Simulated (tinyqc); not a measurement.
Worked calculation (part 1 of 2): RHF in the sto-6g basis, for H3O+, spin multiplicity 1. Computed by tinyqc, a small Python program that keeps every step (integrals from PySCF). Settings: charge = 1, multiplicity = 1, basis = sto-6g, energy threshold = 1e-08, iteration cap = 73, orthogonalisation = symmetric, start = highest core orbitals, DIIS depth = 6, DIIS from iteration = 2, damping = 0.5, method = RHF. Command: `OMP_NUM_THREADS=1 python tinyqc.py 21509 21510 out.jsonl` (the two numbers bound the seeds that draw the settings). One thread of a shared host (Intel(R) Xeon(R) Processor @ 2.60GHz), about 0.2 s of CPU time with the checks. Later iterations appear only in the table of the cycle.

## One-electron integrals

Geometry (angstrom):
```
atom         x         y        z
O      0.00000   0.00000  0.20400
H      0.95500   0.00000  0.00000
H     -0.47700   0.82700  0.00000
H     -0.47700  -0.82700  0.00000
```

Basis sto-6g: exponents (1/bohr^2) and contraction coefficients of normalised primitives:
```
element  l (shell)    exponent  coefficient
O            s (1)  1355.58423      0.00916
O            s (1)   248.54489      0.04936
O            s (1)    69.53390      0.16854
O            s (1)    23.88677      0.37056
O            s (1)     9.27593      0.41649
O            s (1)     3.82034      0.13033
O            s (2)    52.18776     -0.01325
O            s (2)    10.32932     -0.04699
O            s (2)     3.21034     -0.03379
O            s (2)     1.23514      0.25024
O            s (2)     0.53642      0.59512
O            s (2)     0.24588      0.24071
O            p (3)    52.18776      0.00376
O            p (3)    10.32932      0.03768
O            p (3)     3.21034      0.17390
O            p (3)     1.23514      0.41804
O            p (3)     0.53642      0.42586
O            p (3)     0.24588      0.10171
H            s (1)    35.52322      0.00916
H            s (1)     6.51314      0.04936
H            s (1)     1.82214      0.16854
H            s (1)     0.62596      0.37056
H            s (1)     0.24308      0.41649
H            s (1)     0.10011      0.13033
```

Overlap, kinetic and nuclear-attraction integrals over the contracted functions; the nuclear repulsion is the sum of Za Zb / Rab.

nuclear repulsion = 13.9678146 hartree

overlap S, order 1O 1s, 1O 2s, 1O 2px, 1O 2py, 1O 2pz, 2H 1s, 3H 1s, 4H 1s:
$$\begin{pmatrix}
1.00000 & 0.23114 & 0.00000 & 0.00000 & 0.00000 & 0.05303 & 0.05306 & 0.05306 \\
0.23114 & 1.00000 & 0.00000 & 0.00000 & 0.00000 & 0.46421 & 0.46440 & 0.46440 \\
0.00000 & 0.00000 & 1.00000 & 0.00000 & 0.00000 & 0.37740 & -0.18861 & -0.18861 \\
0.00000 & 0.00000 & 0.00000 & 1.00000 & 0.00000 & 0.00000 & 0.32700 & -0.32700 \\
0.00000 & 0.00000 & 0.00000 & 0.00000 & 1.00000 & -0.08062 & -0.08066 & -0.08066 \\
0.05303 & 0.46421 & 0.37740 & 0.00000 & -0.08062 & 1.00000 & 0.20507 & 0.20507 \\
0.05306 & 0.46440 & -0.18861 & 0.32700 & -0.08066 & 0.20507 & 1.00000 & 0.20496 \\
0.05306 & 0.46440 & -0.18861 & -0.32700 & -0.08066 & 0.20507 & 0.20496 & 1.00000
\end{pmatrix}$$

kinetic energy T (hartree), order 1O 1s, 1O 2s, 1O 2px, 1O 2py, 1O 2pz, 2H 1s, 3H 1s, 4H 1s:
$$\begin{pmatrix}
29.32720 & -0.89602 & 0.00000 & 0.00000 & 0.00000 & -0.00311 & -0.00310 & -0.00310 \\
-0.89602 & 0.84262 & 0.00000 & 0.00000 & 0.00000 & 0.11879 & 0.11893 & 0.11893 \\
0.00000 & 0.00000 & 2.53131 & 0.00000 & 0.00000 & 0.26143 & -0.13072 & -0.13072 \\
0.00000 & 0.00000 & 0.00000 & 2.53131 & 0.00000 & 0.00000 & 0.22664 & -0.22664 \\
0.00000 & 0.00000 & 0.00000 & 0.00000 & 2.53131 & -0.05584 & -0.05591 & -0.05591 \\
-0.00311 & 0.11879 & 0.26143 & 0.00000 & -0.05584 & 0.76852 & -0.00203 & -0.00203 \\
-0.00310 & 0.11893 & -0.13072 & 0.22664 & -0.05591 & -0.00203 & 0.76852 & -0.00205 \\
-0.00310 & 0.11893 & -0.13072 & -0.22664 & -0.05591 & -0.00203 & -0.00205 & 0.76852
\end{pmatrix}$$

nuclear attraction V (hartree), order 1O 1s, 1O 2s, 1O 2px, 1O 2py, 1O 2pz, 2H 1s, 3H 1s, 4H 1s:
$$\begin{pmatrix}
-62.88430 & -6.52712 & 0.00000 & 0.00000 & 0.00989 & -1.71062 & -1.71178 & -1.71178 \\
-6.52712 & -10.60686 & -0.00004 & 0.00000 & 0.11085 & -3.92499 & -3.92688 & -3.92688 \\
0.00000 & -0.00004 & -10.65850 & 0.00000 & -0.00001 & -2.85659 & 1.42771 & 1.42771 \\
0.00000 & 0.00000 & 0.00000 & -10.65874 & 0.00000 & 0.00000 & -2.47537 & 2.47537 \\
0.00989 & 0.11085 & -0.00001 & 0.00000 & -10.50210 & 0.64222 & 0.64264 & 0.64264 \\
-1.71062 & -3.92499 & -2.85659 & 0.00000 & 0.64222 & -6.06668 & -1.39554 & -1.39554 \\
-1.71178 & -3.92688 & 1.42771 & -2.47537 & 0.64264 & -1.39554 & -6.06769 & -1.39508 \\
-1.71178 & -3.92688 & 1.42771 & 2.47537 & 0.64264 & -1.39554 & -1.39508 & -6.06769
\end{pmatrix}$$

core Hamiltonian H = T + V (hartree), order 1O 1s, 1O 2s, 1O 2px, 1O 2py, 1O 2pz, 2H 1s, 3H 1s, 4H 1s:
$$\begin{pmatrix}
-33.55710 & -7.42314 & 0.00000 & 0.00000 & 0.00989 & -1.71374 & -1.71488 & -1.71488 \\
-7.42314 & -9.76424 & -0.00004 & 0.00000 & 0.11085 & -3.80620 & -3.80796 & -3.80796 \\
0.00000 & -0.00004 & -8.12719 & 0.00000 & -0.00001 & -2.59516 & 1.29699 & 1.29699 \\
0.00000 & 0.00000 & 0.00000 & -8.12743 & 0.00000 & 0.00000 & -2.24873 & 2.24873 \\
0.00989 & 0.11085 & -0.00001 & 0.00000 & -7.97079 & 0.58638 & 0.58674 & 0.58674 \\
-1.71374 & -3.80620 & -2.59516 & 0.00000 & 0.58638 & -5.29816 & -1.39757 & -1.39757 \\
-1.71488 & -3.80796 & 1.29699 & -2.24873 & 0.58674 & -1.39757 & -5.29916 & -1.39712 \\
-1.71488 & -3.80796 & 1.29699 & 2.24873 & 0.58674 & -1.39757 & -1.39712 & -5.29916
\end{pmatrix}$$

## Two-electron integrals

Functions are numbered as in S; the eight-fold symmetry (ij|kl) = (ji|kl) = (kl|ij) leaves the list below.

Two-electron integrals (ij|kl) in chemists' order, unique and non-zero (hartree):
```
(11|11) 4.78749    (21|11) 0.67588    (21|21) 0.12150    (22|11) 1.11738
(22|21) 0.24921    (22|22) 0.81738    (31|31) 0.02576    (32|31) 0.03914
(32|32) 0.18066    (33|11) 1.11738    (33|21) 0.24921    (33|22) 0.81738
(33|33) 0.88066    (41|41) 0.02576    (42|41) 0.03914    (42|42) 0.18066
(43|43) 0.04746    (44|11) 1.11738    (44|21) 0.24921    (44|22) 0.81738
(44|33) 0.78574    (44|44) 0.88066    (51|51) 0.02576    (52|51) 0.03914
(52|52) 0.18066    (53|53) 0.04746    (54|54) 0.04746    (55|11) 1.11738
(55|21) 0.24921    (55|22) 0.81738    (55|33) 0.78574    (55|44) 0.78574
(55|55) 0.88066    (61|11) 0.16549    (61|21) 0.02851    (61|22) 0.05716
(61|31) 0.00136    (61|32) 0.00265    (61|33) 0.05739    (61|44) 0.05704
(61|51) -0.00029   (61|52) -0.00057   (61|53) -0.00008   (61|55) 0.05705
(61|61) 0.00682    (62|11) 0.39041    (62|21) 0.08824    (62|22) 0.31895
(62|31) 0.00688    (62|32) 0.05011    (62|33) 0.32869    (62|44) 0.31374
(62|51) -0.00147   (62|52) -0.01070   (62|53) -0.00319   (62|55) 0.31442
(62|61) 0.02079    (62|62) 0.15282    (63|11) 0.27010    (63|21) 0.06193
(63|22) 0.23878    (63|31) 0.01423    (63|32) 0.09126    (63|33) 0.25998
(63|44) 0.22793    (63|51) -0.00091   (63|52) -0.00763   (63|53) -0.00462
(63|55) 0.22844    (63|61) 0.01529    (63|62) 0.13913    (63|63) 0.14742
(64|41) 0.00996    (64|42) 0.05553    (64|43) 0.01041    (64|54) -0.00222
(64|64) 0.02200    (65|11) -0.05770   (65|21) -0.01323   (65|22) -0.05101
(65|31) -0.00091   (65|32) -0.00763   (65|33) -0.05109   (65|44) -0.04869
(65|51) 0.01015    (65|52) 0.05716    (65|53) 0.01092    (65|55) -0.05325
(65|61) -0.00327   (65|62) -0.02972   (65|63) -0.02679   (65|65) 0.02772
(66|11) 0.52287    (66|21) 0.12036    (66|22) 0.49625    (66|31) 0.01256
(66|32) 0.12363    (66|33) 0.53364    (66|44) 0.47625    (66|51) -0.00268
(66|52) -0.02641   (66|53) -0.01226   (66|55) 0.47887    (66|61) 0.02869
(66|62) 0.29662    (66|63) 0.30865    (66|65) -0.06593   (66|66) 0.77500
(71|11) 0.16560    (71|21) 0.02853    (71|22) 0.05720    (71|31) -0.00068
(71|32) -0.00133   (71|33) 0.05716    (71|41) 0.00118    (71|42) 0.00230
(71|43) -0.00015   (71|44) 0.05734    (71|51) -0.00029   (71|52) -0.00057
(71|53) 3.80e-05   (71|54) -0.00007   (71|55) 0.05709    (71|61) 0.00671
(71|62) 0.02002    (71|63) 0.01371    (71|64) 0.00058    (71|65) -0.00314
(71|66) 0.02718    (71|71) 0.00683    (72|11) 0.39061    (72|21) 0.08828
(72|22) 0.31910    (72|31) -0.00344   (72|32) -0.02505   (72|33) 0.31762
(72|41) 0.00596    (72|42) 0.04342    (72|43) -0.00647   (72|44) 0.32511
(72|51) -0.00147   (72|52) -0.01071   (72|53) 0.00160    (72|54) -0.00277
(72|55) 0.31457    (72|61) 0.02002    (72|62) 0.12184    (72|63) 0.08440
(72|64) 0.01338    (72|65) -0.02298   (72|66) 0.19195    (72|71) 0.02082
(72|72) 0.15295    (73|11) -0.13500   (73|21) -0.03095   (73|22) -0.11934
(73|31) 0.01103    (73|32) 0.06448    (73|33) -0.12573   (73|41) -0.00185
(73|42) -0.01547   (73|43) 0.01145    (73|44) -0.11813   (73|51) 0.00046
(73|52) 0.00382    (73|53) -0.00282   (73|54) 0.00104    (73|55) -0.11417
(73|61) -0.00634   (73|62) -0.03057   (73|63) -0.00477   (73|64) -0.00263
(73|65) 0.00560    (73|66) -0.03430   (73|71) -0.00765   (73|72) -0.06957
(73|73) 0.05335    (74|11) 0.23405    (74|21) 0.05366    (74|22) 0.20691
(74|31) -0.00185   (74|32) -0.01547   (74|33) 0.19993    (74|41) 0.01317
(74|42) 0.08237    (74|43) -0.00941   (74|44) 0.22285    (74|51) -0.00079
(74|52) -0.00662   (74|53) 0.00104    (74|54) -0.00403   (74|55) 0.19795
(74|61) 0.01216    (74|62) 0.07978    (74|63) 0.05469    (74|64) 0.02525
(74|65) -0.01477   (74|66) 0.12681    (74|71) 0.01326    (74|72) 0.12061
(74|73) -0.05432   (74|74) 0.11619    (75|11) -0.05774   (75|21) -0.01324
(75|22) -0.05104   (75|31) 0.00046    (75|32) 0.00382    (75|33) -0.04932
(75|41) -0.00079   (75|42) -0.00662   (75|43) 0.00104    (75|44) -0.05052
(75|51) 0.01016    (75|52) 0.05719    (75|53) -0.00546   (75|54) 0.00947
(75|55) -0.05328   (75|61) -0.00314   (75|62) -0.02298   (75|63) -0.01560
(75|64) -0.00252   (75|65) 0.02118    (75|66) -0.03958   (75|71) -0.00327
(75|72) -0.02975   (75|73) 0.01340    (75|74) -0.02323   (75|75) 0.02775
(76|11) 0.13333    (76|21) 0.03037    (76|22) 0.11740    (76|31) 0.00097
(76|32) 0.00813    (76|33) 0.11798    (76|41) 0.00168    (76|42) 0.01408
(76|43) 0.00045    (76|44) 0.11849    (76|51) -0.00083   (76|52) -0.00694
(76|53) -0.00078   (76|54) -0.00136   (76|55) 0.11574    (76|61) 0.00706
(76|62) 0.05412    (76|63) 0.04581    (76|64) 0.00556    (76|65) -0.01184
(76|66) 0.10503    (76|71) 0.00706    (76|72) 0.05414    (76|73) -0.01808
(76|74) 0.04247    (76|75) -0.01185   (76|76) 0.02302    (77|11) 0.52300
(77|21) 0.12039    (77|22) 0.49636    (77|31) -0.00628   (77|32) -0.06179
(77|33) 0.49068    (77|41) 0.01088    (77|42) 0.10712    (77|43) -0.02484
(77|44) 0.51942    (77|51) -0.00268   (77|52) -0.02642   (77|53) 0.00613
(77|54) -0.01062   (77|55) 0.47897    (77|61) 0.02717    (77|62) 0.19190
(77|63) 0.12697    (77|64) 0.03364    (77|65) -0.03957   (77|66) 0.31624
(77|71) 0.02871    (77|72) 0.29678    (77|73) -0.15427   (77|74) 0.26747
(77|75) -0.06598   (77|76) 0.10503    (77|77) 0.77500    (81|11) 0.16560
(81|21) 0.02853    (81|22) 0.05720    (81|31) -0.00068   (81|32) -0.00133
(81|33) 0.05716    (81|41) -0.00118   (81|42) -0.00230   (81|43) 0.00015
(81|44) 0.05734    (81|51) -0.00029   (81|52) -0.00057   (81|53) 3.80e-05
(81|54) 0.00007    (81|55) 0.05709    (81|61) 0.00671    (81|62) 0.02002
(81|63) 0.01371    (81|64) -0.00058   (81|65) -0.00314   (81|66) 0.02718
(81|71) 0.00671    (81|72) 0.02003    (81|73) -0.00735   (81|74) 0.01159
(81|75) -0.00314   (81|76) 0.00684    (81|77) 0.02719    (81|81) 0.00683
(82|11) 0.39061    (82|21) 0.08828    (82|22) 0.31910    (82|31) -0.00344
(82|32) -0.02505   (82|33) 0.31762    (82|41) -0.00596   (82|42) -0.04342
(82|43) 0.00647    (82|44) 0.32511    (82|51) -0.00147   (82|52) -0.01071
(82|53) 0.00160    (82|54) 0.00277    (82|55) 0.31457    (82|61) 0.02002
(82|62) 0.12184    (82|63) 0.08440    (82|64) -0.01338   (82|65) -0.02298
(82|66) 0.19195    (82|71) 0.02003    (82|72) 0.12188    (82|73) -0.05375
(82|74) 0.06643    (82|75) -0.02299   (82|76) 0.04423    (82|77) 0.19195
(82|81) 0.02082    (82|82) 0.15295    (83|11) -0.13500   (83|21) -0.03095
(83|22) -0.11934   (83|31) 0.01103    (83|32) 0.06448    (83|33) -0.12573
(83|41) 0.00185    (83|42) 0.01547    (83|43) -0.01145   (83|44) -0.11813
(83|51) 0.00046    (83|52) 0.00382    (83|53) -0.00282   (83|54) -0.00104
(83|55) -0.11417   (83|61) -0.00634   (83|62) -0.03057   (83|63) -0.00477
(83|64) 0.00263    (83|65) 0.00560    (83|66) -0.03430   (83|71) -0.00735
(83|72) -0.05375   (83|73) 0.04024    (83|74) -0.02864   (83|75) 0.00998
(83|76) -0.01447   (83|77) -0.09255   (83|81) -0.00765   (83|82) -0.06957
(83|83) 0.05335    (84|11) -0.23405   (84|21) -0.05366   (84|22) -0.20691
(84|31) 0.00185    (84|32) 0.01547    (84|33) -0.19993   (84|41) 0.01317
(84|42) 0.08237    (84|43) -0.00941   (84|44) -0.22285   (84|51) 0.00079
(84|52) 0.00662    (84|53) -0.00104   (84|54) -0.00403   (84|55) -0.19795
(84|61) -0.01216   (84|62) -0.07978   (84|63) -0.05469   (84|64) 0.02525
(84|65) 0.01477    (84|66) -0.12681   (84|71) -0.01159   (84|72) -0.06643
(84|73) 0.02864    (84|74) -0.01984   (84|75) 0.01225    (84|76) -0.02509
(84|77) -0.09317   (84|81) -0.01326   (84|82) -0.12061   (84|83) 0.05432
(84|84) 0.11619    (85|11) -0.05774   (85|21) -0.01324   (85|22) -0.05104
(85|31) 0.00046    (85|32) 0.00382    (85|33) -0.04932   (85|41) 0.00079
(85|42) 0.00662    (85|43) -0.00104   (85|44) -0.05052   (85|51) 0.01016
(85|52) 0.05719    (85|53) -0.00546   (85|54) -0.00947   (85|55) -0.05328
(85|61) -0.00314   (85|62) -0.02298   (85|63) -0.01560   (85|64) 0.00252
(85|65) 0.02118    (85|66) -0.03958   (85|71) -0.00314   (85|72) -0.02299
(85|73) 0.00998    (85|74) -0.01225   (85|75) 0.02118    (85|76) -0.00938
(85|77) -0.03958   (85|81) -0.00327   (85|82) -0.02975   (85|83) 0.01340
(85|84) 0.02323    (85|85) 0.02775    (86|11) 0.13333    (86|21) 0.03037
(86|22) 0.11740    (86|31) 0.00097    (86|32) 0.00813    (86|33) 0.11798
(86|41) -0.00168   (86|42) -0.01408   (86|43) -0.00045   (86|44) 0.11849
(86|51) -0.00083   (86|52) -0.00694   (86|53) -0.00078   (86|54) 0.00136
(86|55) 0.11574    (86|61) 0.00706    (86|62) 0.05412    (86|63) 0.04581
(86|64) -0.00556   (86|65) -0.01184   (86|66) 0.10503    (86|71) 0.00684
(86|72) 0.04423    (86|73) -0.01447   (86|74) 0.02509    (86|75) -0.00938
(86|76) 0.01903    (86|77) 0.07085    (86|81) 0.00706    (86|82) 0.05414
(86|83) -0.01808   (86|84) -0.04247   (86|85) -0.01185   (86|86) 0.02302
(87|11) 0.13329    (87|21) 0.03036    (87|22) 0.11736    (87|31) -0.00194
(87|32) -0.01624   (87|33) 0.11870    (87|44) 0.11768    (87|51) -0.00083
(87|52) -0.00694   (87|53) 0.00157    (87|55) 0.11571    (87|61) 0.00684
(87|62) 0.04420    (87|63) 0.02895    (87|65) -0.00937   (87|66) 0.07083
(87|71) 0.00706    (87|72) 0.05411    (87|73) -0.02769   (87|74) 0.03690
(87|75) -0.01184   (87|76) 0.01902    (87|77) 0.10496    (87|81) 0.00706
(87|82) 0.05411    (87|83) -0.02769   (87|84) -0.03690   (87|85) -0.01184
(87|86) 0.01902    (87|87) 0.02300    (88|11) 0.52300    (88|21) 0.12039
(88|22) 0.49636    (88|31) -0.00628   (88|32) -0.06179   (88|33) 0.49068
(88|41) -0.01088   (88|42) -0.10712   (88|43) 0.02484    (88|44) 0.51942
(88|51) -0.00268   (88|52) -0.02642   (88|53) 0.00613    (88|54) 0.01062
(88|55) 0.47897    (88|61) 0.02717    (88|62) 0.19190    (88|63) 0.12697
(88|64) -0.03364   (88|65) -0.03957   (88|66) 0.31624    (88|71) 0.02719
(88|72) 0.19195    (88|73) -0.09255   (88|74) 0.09317    (88|75) -0.03958
(88|76) 0.07085    (88|77) 0.31618    (88|81) 0.02871    (88|82) 0.29678
(88|83) -0.15427   (88|84) -0.26747   (88|85) -0.06598   (88|86) 0.10503
(88|87) 0.10496    (88|88) 0.77500
```

## Orthogonalisation

S = U s U^T; symmetric (Loewdin) form X = U s^(-1/2) U^T, so that X^T S X = 1.

eigenvalues of S: [0.33940, 0.42384, 0.42406, 0.95194, 1.03016, 1.37084, 1.37119, 2.08857]

X, order 1O 1s, 1O 2s, 1O 2px, 1O 2py, 1O 2pz, 2H 1s, 3H 1s, 4H 1s:
$$\begin{pmatrix}
1.02357 & -0.14538 & 0.00000 & 0.00000 & 0.00438 & 0.01846 & 0.01847 & 0.01847 \\
-0.14538 & 1.32103 & -0.00003 & 0.00000 & -0.05116 & -0.27026 & -0.27048 & -0.27048 \\
0.00000 & -0.00003 & 1.12104 & 0.00000 & 0.00001 & -0.27164 & 0.13580 & 0.13580 \\
0.00000 & 0.00000 & 0.00000 & 1.12122 & 0.00000 & 0.00000 & -0.23542 & 0.23542 \\
0.00438 & -0.05116 & 0.00001 & 0.00000 & 1.00872 & 0.04621 & 0.04625 & 0.04625 \\
0.01846 & -0.27026 & -0.27164 & 0.00000 & 0.04621 & 1.20080 & -0.06782 & -0.06782 \\
0.01847 & -0.27048 & 0.13580 & -0.23542 & 0.04625 & -0.06782 & 1.20099 & -0.06779 \\
0.01847 & -0.27048 & 0.13580 & 0.23542 & 0.04625 & -0.06782 & -0.06779 & 1.20099
\end{pmatrix}$$

## Starting guess

The start is the highest orbitals of the core Hamiltonian (a deliberately bad start); D = 2 C_occ C_occ^T.

D at the start, order 1O 1s, 1O 2s, 1O 2px, 1O 2py, 1O 2pz, 2H 1s, 3H 1s, 4H 1s:
$$\begin{pmatrix}
0.00958 & -0.09402 & 0.00005 & 0.00000 & -0.06936 & 0.07229 & 0.07235 & 0.07235 \\
-0.09402 & 1.07046 & -0.00047 & 0.00000 & 0.21717 & -0.92424 & -0.92534 & -0.92534 \\
0.00005 & -0.00047 & 2.73483 & 0.00000 & 0.00010 & -1.29822 & 0.64915 & 0.64915 \\
0.00000 & 0.00000 & 0.00000 & 0.30407 & 0.00000 & 0.00000 & -0.70813 & 0.70813 \\
-0.06936 & 0.21717 & 0.00010 & 0.00000 & 1.95578 & 0.15073 & 0.15097 & 0.15097 \\
0.07229 & -0.92424 & -1.29822 & 0.00000 & 0.15073 & 3.15233 & -0.28776 & -0.28776 \\
0.07235 & -0.92534 & 0.64915 & -0.70813 & 0.15097 & -0.28776 & 3.08199 & -0.21619 \\
0.07235 & -0.92534 & 0.64915 & 0.70813 & 0.15097 & -0.28776 & -0.21619 & 3.08199
\end{pmatrix}$$

## Iteration 1: building the Fock matrix

J_ij = sum D_kl (ij|kl), K_ij = sum D_kl (ik|jl); F = H + J - 0.5 K; E = tr D H + tr D J / 2 - 0.25 tr D K + E_nn.

Coulomb J (hartree), order 1O 1s, 1O 2s, 1O 2px, 1O 2py, 1O 2pz, 2H 1s, 3H 1s, 4H 1s:
$$\begin{pmatrix}
7.49415 & 1.68594 & -0.00247 & 0.00000 & 0.01277 & 0.38682 & 0.38677 & 0.38677 \\
1.68594 & 6.05138 & -0.01925 & 0.00000 & -0.00268 & 2.55576 & 2.54636 & 2.54636 \\
-0.00247 & -0.01925 & 6.17121 & 0.00000 & 0.00108 & 2.02976 & -1.02107 & -1.02107 \\
0.00000 & 0.00000 & 0.00000 & 5.97454 & 0.00000 & 0.00000 & 1.72320 & -1.72320 \\
0.01277 & -0.00268 & 0.00108 & 0.00000 & 6.00837 & -0.43624 & -0.43553 & -0.43553 \\
0.38682 & 2.55576 & 2.02976 & 0.00000 & -0.43624 & 4.74383 & 0.99815 & 0.99815 \\
0.38677 & 2.54636 & -1.02107 & 1.72320 & -0.43553 & 0.99815 & 4.70074 & 1.00290 \\
0.38677 & 2.54636 & -1.02107 & -1.72320 & -0.43553 & 0.99815 & 1.00290 & 4.70074
\end{pmatrix}$$

exchange K (hartree), order 1O 1s, 1O 2s, 1O 2px, 1O 2py, 1O 2pz, 2H 1s, 3H 1s, 4H 1s:
$$\begin{pmatrix}
0.13514 & 0.17059 & -0.00164 & 0.00000 & 0.01714 & 0.04300 & 0.03849 & 0.03849 \\
0.17059 & 0.90300 & -0.01622 & 0.00000 & 0.32680 & 0.49919 & 0.47250 & 0.47250 \\
-0.00164 & -0.01622 & 2.04457 & 0.00000 & 0.00128 & 0.70832 & -0.36115 & -0.36115 \\
0.00000 & 0.00000 & 0.00000 & 0.35367 & 0.00000 & 0.00000 & 0.29879 & -0.29879 \\
0.01714 & 0.32680 & 0.00128 & 0.00000 & 1.84731 & -0.04100 & -0.04090 & -0.04090 \\
0.04300 & 0.49919 & 0.70832 & 0.00000 & -0.04100 & 1.59947 & 0.20336 & 0.20336 \\
0.03849 & 0.47250 & -0.36115 & 0.29879 & -0.04090 & 0.20336 & 1.51202 & 0.25626 \\
0.03849 & 0.47250 & -0.36115 & -0.29879 & -0.04090 & 0.20336 & 0.25626 & 1.51202
\end{pmatrix}$$

Fock matrix F (hartree), order 1O 1s, 1O 2s, 1O 2px, 1O 2py, 1O 2pz, 2H 1s, 3H 1s, 4H 1s:
$$\begin{pmatrix}
-26.13052 & -5.82250 & -0.00166 & 0.00000 & 0.01409 & -1.34842 & -1.34735 & -1.34735 \\
-5.82250 & -4.16436 & -0.01118 & 0.00000 & -0.05523 & -1.50003 & -1.49784 & -1.49784 \\
-0.00166 & -0.01118 & -2.97826 & 0.00000 & 0.00044 & -0.91956 & 0.45650 & 0.45650 \\
0.00000 & 0.00000 & 0.00000 & -2.32972 & 0.00000 & 0.00000 & -0.67493 & 0.67493 \\
0.01409 & -0.05523 & 0.00044 & 0.00000 & -2.88607 & 0.17064 & 0.17165 & 0.17165 \\
-1.34842 & -1.50003 & -0.91956 & 0.00000 & 0.17064 & -1.35406 & -0.50110 & -0.50110 \\
-1.34735 & -1.49784 & 0.45650 & -0.67493 & 0.17165 & -0.50110 & -1.35443 & -0.52235 \\
-1.34735 & -1.49784 & 0.45650 & 0.67493 & 0.17165 & -0.50110 & -0.52235 & -1.35443
\end{pmatrix}$$

total energy of this density = -24.0111690 hartree

This density is the starting one.
